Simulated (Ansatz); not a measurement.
# BSiH (singlet): wave-function methods side by side at distance Si1–B2 = 2.988 Å, 6-31G

How much of the correlation energy of BSiH (singlet) does each wave-function method recover here?

The runs use Ansatz 0.2.0, Gaussian basis; 6-31G, core rule «outside noble gas», up to 6 orbitals frozen.

Plan: UHF; CCSD(T) on RHF; CCSD(T) on UHF; BCCD(T) on RHF; CISD; CCSDT(Q) on RHF; CCSDT(Q) on UHF; CISDTQ; CCSDTQ on RHF; CCSDTQ on UHF; CASSCF and MRCISD+Q, 2 electrons in 2 orbitals; CASSCF and NEVPT2, 2 electrons in 2 orbitals; CASSCF and MRCISD+Q, 8 electrons in 9 orbitals; CASSCF and NEVPT2, 8 electrons in 9 orbitals; Full CI.

26 further runs of the same task are left out: 2 for a known fault of the program, 17 that didn't finish, 7 set aside as unsound or not needed.

### Step 1. The system

The geometry derives from a PBE0/def2-TZVP stationary point (not a proven minimum). One bond is set to the value named and the two fragments are kept rigid.

3 atoms, charge 0, spin multiplicity 1.

Atoms are counted from 1 here; the program's logs count them from 0.

Bond lengths: B2–H3 1.186 Å.

### Step 2. UHF

in.yaml

```yaml
crystal:
  periodic: [false, false, false]
  atoms:
    - {symbol: Si, position_ang: [0.000000, 0.000000, 2.387322]}
    - {symbol: B, position_ang: [0.000000, 0.000000, -0.600678]}
    - {symbol: H, position_ang: [0.000000, 0.000000, -1.786644]}
basis:
  gaussian: {orbitals: 6-31G}
magnetization: {spin_polarized: true, initial_magnetization: 0}
hamiltonian: {xc: hf}
output: {orbitals: {seedname: orbitals}}
```

Started as:

```
ansatz run in.yaml --threads 1 --pin off --events-out ev --progress --plain --max-ram 2393MiB
```

Further steps of the session: CCSD(T) on RHF; CCSD(T) on UHF; BCCD(T) on RHF; CISD; CCSDT(Q) on RHF; CCSDT(Q) on UHF; CISDTQ; CCSDTQ on RHF; CCSDTQ on UHF; CASSCF and MRCISD+Q, 2 electrons in 2 orbitals; CASSCF and NEVPT2, 2 electrons in 2 orbitals; CASSCF and MRCISD+Q, 8 electrons in 9 orbitals; CASSCF and NEVPT2, 8 electrons in 9 orbitals; Full CI.

Q: Predict the results of all the runs planned. Wanted: FCI below the RHF energy; RMP2 from FCI; RCCSD from FCI; RCCSD(T) from FCI; RCCSDT(Q) from FCI; NEVPT2 pair from FCI; NEVPT2 valence from FCI; MRCISD+Q valence from FCI; T1 diagnostic.

**Answer**, as computed:

| quantity | value |
| --- | --- |
| FCI below the RHF energy | -3.5555 eV |
| RMP2 from FCI | +165.3 kJ/mol |
| RCCSD from FCI | +37.3 kJ/mol |
| RCCSD(T) from FCI | +14.8 kJ/mol |
| RCCSDT(Q) from FCI | -7.3 kJ/mol |
| NEVPT2 pair from FCI | +142.9 kJ/mol |
| NEVPT2 valence from FCI | +26.0 kJ/mol |
| MRCISD+Q valence from FCI | +0.5 kJ/mol |
| levels within 1 kcal/mol (43 meV) | RCCSDTQ, MRCISD valence, MRCISD+Q valence |
| T1 diagnostic | 0.148 |
| effectively unpaired electrons | 2.39 |

RCCSD(T) misses by +14.8 kJ/mol, 4.3 % of the correlation energy. RCCSDT(Q) falls below full CI, which methods that aren't variational can do. The occupations show strong static correlation (2.4 unpaired electrons where one determinant has 0). Of the multireference levels listed MRCISD+Q valence comes nearest in total energy (+0.5 kJ/mol), which doesn't show that its space is the better one. Coupled cluster took another determinant than the lowest Hartree-Fock one. These misses are within one basis, not against nature.
